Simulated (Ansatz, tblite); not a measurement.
**The cluster K₂F₂+: adding an electron**

One table from this session's results is given with a row withheld; the runs are named, their logs left out.

Method: as each input shows; program: Ansatz 0.2.0, Gaussian basis.

Plan: charge 0 singlet, at the geometry of the doublet (PBE0-D4/def2-TZVP, PBE-D4/def2-TZVP, r2SCAN-D4/def2-TZVP, LDA/def2-TZVP, B3LYP-D4/def2-TZVP, LC-ωPBE/def2-TZVP, r2SCANh-D4/def2-TZVP, CAM-B3LYP-D4/def2-TZVP); the starting doublet's energies come from earlier runs.

13 further runs of the same task are left out: 12 that didn't finish, 1 set aside as unsound or not needed.

### The relaxed structure

The doublet was relaxed beforehand with PBE0-D4/def2-TZVP. At that level it is the lowest of the isomers that a small search found.

4 atoms, charge 1, spin multiplicity 2.

Atoms are counted from 1 here; the program's logs count them from 0.

Bond lengths: K1–F3 2.512 Å, K1–F4 2.512 Å, K2–F3 2.512 Å, K2–F4 2.512 Å. Angles: F3–K1–F4 45.7°, F3–K2–F4 45.7°, K1–F3–K2 134.3°, K1–F4–K2 134.3°.

The ion is computed in the gas phase, without counter-ions or solvent.

Set-up of the first run:

in.yaml

```yaml
crystal:
  periodic: [false, false, false]
  atoms:
    - {symbol: K, position_ang: [-1.584377, -1.683199, 0.118583]}
    - {symbol: K, position_ang: [1.585671, 1.681955, -0.118930]}
    - {symbol: F, position_ang: [0.121187, -0.045929, 0.966563]}
    - {symbol: F, position_ang: [-0.122472, 0.047163, -0.966216]}
basis:
  gaussian: {orbitals: def2-TZVP}
hamiltonian: {xc: pbe0, dispersion: d4}
output: {orbitals: {seedname: orbitals}}
```

On the command line:

```sh
ansatz run in.yaml --threads 2 --pin off --events-out ev --progress --plain --max-ram 4352MiB
```

Steps of the session up to this table: Charge 0 singlet at the fixed geometry, PBE0-D4/def2-TZVP; Charge 0 singlet at the fixed geometry, PBE-D4/def2-TZVP; Charge 0 singlet at the fixed geometry, r2SCAN-D4/def2-TZVP; Charge 0 singlet at the fixed geometry, LDA/def2-TZVP; Charge 0 singlet at the fixed geometry, B3LYP-D4/def2-TZVP; Charge 0 singlet at the fixed geometry, LC-ωPBE/def2-TZVP; Charge 0 singlet at the fixed geometry, r2SCANh-D4/def2-TZVP; Charge 0 singlet at the fixed geometry, CAM-B3LYP-D4/def2-TZVP.

One of the session's tables, all rows but one given; the rest of the session is left out.

It belongs to the step «Vertical electron affinity». Beside −ε(LUMO) of the starting state (over both spins):

| level | −ε(LUMO) (eV) | by difference (eV) | mismatch (eV) |
| --- | --- | --- | --- |
| LDA/def2-TZVP | 9.88 | 5.54 | +4.34 |
| PBE-D4/def2-TZVP | 9.32 | 5.17 | +4.15 |
| r2SCAN-D4/def2-TZVP | 8.89 | 5.06 | +3.83 |
| r2SCANh-D4/def2-TZVP | 8.32 | 5.10 | +3.22 |
| B3LYP-D4/def2-TZVP | 8.25 | 5.34 | +2.90 |
| PBE0-D4/def2-TZVP | 7.77 | 5.20 | +2.57 |
| CAM-B3LYP-D4/def2-TZVP | 6.75 | 5.48 | +1.28 |
| LC-ωPBE/def2-TZVP | ? | ? | ? |

**Question.** Estimate the row for LC-ωPBE/def2-TZVP.

The run gave: −ε(LUMO) (eV): 5.58; by difference (eV): 5.48; mismatch (eV): +0.10. In the column «−ε(LUMO) (eV)» it is the lowest.
